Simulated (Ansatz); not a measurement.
For zinc-blende BAs, LDA in Ansatz (PAW) gives:

```
Quantity                               Value
------------------------------  ------------
equilibrium lattice constant a       4.732 Å
bulk modulus B0                      147 GPa
cohesive energy                 5.61 eV/atom
band gap at the measured cell        1.13 eV
elastic constant C11                 290 GPa
elastic constant C44                 156 GPa
Voigt–Reuss–Hill shear modulus       134 GPa
```

### Question
What does PBE0 in Ansatz (PAW) give for the same quantities?

### Answer

- lattice constant a: 4.770 Å (grows by 0.8 %)
- bulk modulus: 147 GPa (stays essentially unchanged)
- cohesive energy: 4.60 eV/atom (shrinks by 1.01 eV/atom)
- band gap at the measured cell: 2.49 eV (goes up by 1.36 eV)
- elastic constant C11: 297 GPa (goes up by 2.4 %)
- elastic constant C44: 161 GPa (goes up by 3.2 %)
- Voigt–Reuss–Hill shear modulus: 140 GPa (grows by 4.5 %)

For comparison: lattice constant a 4.777 Å (measured, room temperature, no zero-point or thermal correction; as tabulated in Lucero et al. (2012), arXiv:1111.4515); bulk modulus 142 GPa (measured, temperature not stated, no zero-point or thermal correction; as tabulated in PMC11618452 (zinc blende boron arsenide), quoting Tian et al.); band gap 1.82 eV (measured, room temperature, not corrected to a static lattice, indirect, absorption edge, our sources range from 1.50 to 1.82; as tabulated in Kang et al. (2019), arXiv:1911.11281); elastic constant C11 285 GPa (measured, room temperature, no zero-point or thermal correction; as tabulated in Kang et al. (2019), arXiv:1911.11281); elastic constant C44 149 GPa (measured, room temperature, not corrected to a static lattice, our sources range from 149 to 173; as tabulated in Kang et al. (2019), arXiv:1911.11281).

Changes are worked out from the printed values.

Unless a cell is named, each level is at its own relaxed cell (LDA 13.25, PBE0 13.57 Å³/atom).

Levels without +SOC have no spin–orbit coupling; where heavier elements are present it shifts gaps, mostly down, and can invert bands. Density-functional gaps are differences of (generalised) Kohn–Sham levels.

Ansatz's density-functional and Hartree–Fock values are scalar-relativistic unless marked +SOC, with PAW data made under PBE.

Ansatz is a first-principles code.
